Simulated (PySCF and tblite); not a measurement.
Results of a calculation; reference values are marked as such.
**Conformer ensemble of C₄H₆O, numbered as in [CH2:1]=[C:2]1[CH2:3][C@@H:4]1[OH:5]**

Search: ETKDG, MMFF94s, GFN2-xTB, 60 starts; geometries at GFN2-xTB. Weights use CAM-B3LYP-D3(BJ)/pcSseg-1 (IEF-PCM, acetone) energies plus GFN2-xTB zero-point and thermal terms (modes under about 100 cm⁻¹ blended into free rotors). Symmetry numbers and mirror images are counted. Conformers within 3 kcal/mol (GFN2-xTB free energy) were kept, 10 at most. GIAO shieldings: CAM-B3LYP/pcSseg-1 (IEF-PCM, acetone). Couplings: B3LYP/pcJ-1 (gas phase; spin-dipole term only for pairs with B, N, F, Si or P). Couplings are for ¹³C, ¹H, ¹⁷O. Shifts are against TMS (¹H), TMS (¹³C) at the same level; of two unlike H on one atom, a is the less shielded. Codes: tblite and PySCF.

Torsions listed: C3–C4–O5–H5.

```
conformer  shape  symmetry  E(GFN2) kcal/mol  E(DFT) kcal/mol  G(298.15 K) kcal/mol  weight %  dipole D
        1    75°        C1              1.33             0.00                  0.00      80.0      2.19
        2   -43°        C1              0.00             0.68                  0.82      20.0      1.83
```

Weights (%) against temperature:

```
 T (K)     1     2  S(mix) cal/mol/K
   180  90.7   9.3              0.61
   230  85.7  14.3              0.82
298.15  80.0  20.0              0.99
   330  77.8  22.2              1.05
   400  73.9  26.1              1.14
```

Averaged shifts at 298.15 K. ¹H: 6.19 (H1a, 1H), 5.99 (H1b, 1H), 4.19 (H4, 1H), 1.33 (H3a, 1H), 1.20 (H3b, 1H) ppm. ¹³C: 148.0 (C2), 115.8 (C1), 52.2 (C4), 16.3 (C3) ppm.

Averaged couplings (Hz): ¹J(C1,C2) 106.5, ³J(C1,O5) -0.1, ¹J(C1,H1b) 167.0, ¹J(C1,H1a) 168.4, ³J(C1,H3b) 3.9, ³J(C1,H3a) 3.4, ³J(C1,H4) 1.8, ¹J(C2,C3) 23.9, ¹J(C2,C4) 32.5, ²J(C2,O5) -3.9, ²J(H1b,C2) -1.9, ²J(H1a,C2) -1.3, ²J(C2,H3b) -5.6, ²J(C2,H3a) -6.0, ²J(C2,H4) -1.2, ³J(C2,H5) 7.2, ¹J(C3,C4) 10.6, ²J(C3,O5) 0.2, ³J(H1b,C3) 5.4, ³J(H1a,C3) 10.2, ¹J(C3,H3b) 166.0, ¹J(C3,H3a) 164.8, ²J(C3,H4) 1.8, ³J(C3,H5) 1.7, ¹J(C4,O5) 24.5, ³J(H1b,C4) 11.5, ³J(H1a,C4) 5.8, ²J(H3b,C4) -2.9, ²J(H3a,C4) -0.5, ¹J(C4,H4) 186.4, ²J(C4,H5) -3.1, ³J(H3b,O5) -2.7, ³J(H3a,O5) 1.9, ²J(H4,O5) -8.3, ¹J(O5,H5) -70.9, ²J(H1b,H1a) -0.6, ⁴J(H1b,H3b) -3.1, ⁴J(H1b,H3a) -2.8, ⁴J(H1b,H4) -2.1, ⁵J(H1b,H5) 1.0, ⁴J(H1a,H3b) -3.9, ⁴J(H1a,H3a) -3.5, ⁴J(H1a,H4) -1.4, ²J(H3b,H3a) -13.1, ³J(H3b,H4) 3.3.

Coordinates of conformer 1 (Å):

```xyz
11

C     1.804    0.290   -0.481
C     0.604    0.082   -0.008
C    -0.289   -0.713    0.844
C    -0.818    0.444    0.006
O    -1.587    0.192   -1.129
H     2.644   -0.312   -0.172
H     1.999    1.069   -1.200
H    -0.525   -1.717    0.518
H    -0.245   -0.597    1.918
H    -1.110    1.349    0.541
H    -2.471   -0.083   -0.862
```

Coordinates of conformer 2 (Å):

```xyz
11

C     1.719   -0.473   -0.120
C     0.502    0.005   -0.167
C    -0.416    1.116    0.141
C    -0.927   -0.198   -0.430
O    -1.711   -1.072    0.321
H     2.548    0.119    0.233
H     1.944   -1.477   -0.446
H    -0.609    1.339    1.182
H    -0.422    1.990   -0.494
H    -1.283   -0.204   -1.454
H    -1.340   -1.143    1.208
```

H on N, O and S are left out: they exchange, and hydrogen bonds move them by several ppm. Shifts are unscaled: against experiment ¹³C can be off by 15 ppm or more and ¹H by 0.8 ppm.

Search and properties took 24 s on 1 thread of AMD EPYC 9R45 (shared host) (rough), launched as `OMP_NUM_THREADS=1 python ens_run.py task.json out`.
